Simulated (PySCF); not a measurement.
A GIAO shielding run with PySCF (density fitting, non-relativistic, gas phase) on `[C-]#[N+]C(C)C`, C$_{4}$H$_{7}$N:

```
{"job": {"kind": "nmr", "xc": "PBE0", "basis": "pcSseg-1"}, "charge": 0, "multiplicity": 1}
C     -0.129852     2.646338    -0.520500
N     -0.095004     1.484596    -0.506689
C     -0.051840     0.080052    -0.463650
C     -1.220046    -0.436563     0.376352
C      1.295073    -0.368652     0.103713
H     -0.154162    -0.277958    -1.497447
H     -1.134408    -0.075986     1.399237
H     -1.216540    -1.523451     0.384459
H     -2.166443    -0.091100    -0.033785
H      2.111965     0.022564    -0.498879
H      1.412333    -0.006198     1.122938
H      1.350124    -1.454327     0.108224
```

Hardware: 1 thread of an x86-64 server CPU, shared host. The job also computes population analyses, field gradients.

Problem. How large is the calculation?

Solution. 38 electrons, 120 basis functions and 614 auxiliary functions.

Problem. How long does it take?

Solution. 6.4 s of wall time, with 12 SCF cycles and 5 response iterations. Times on a shared host scatter by some tens of per cent.

Problem. And these other runs on the same molecule and hardware: spin–spin coupling at B3LYP/pcJ-1?

Solution. B3LYP/pcJ-1: 205 functions, 15 s.
